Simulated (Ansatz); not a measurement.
## Energy of Mo (space group No. 223) less that of bcc Mo, by level of theory

No measured value is used here.

```tsv
level (code)	value (meV/atom)
PBE (Ansatz)	95
PBEsol (Ansatz)	101
PBE-D3(BJ) (Ansatz)	106
```

Each level is taken at its own relaxed cell. Ansatz's density-functional and Hartree–Fock values are scalar-relativistic unless marked +SOC, with PAW data made under PBE.

Ansatz is a program for electronic structure.
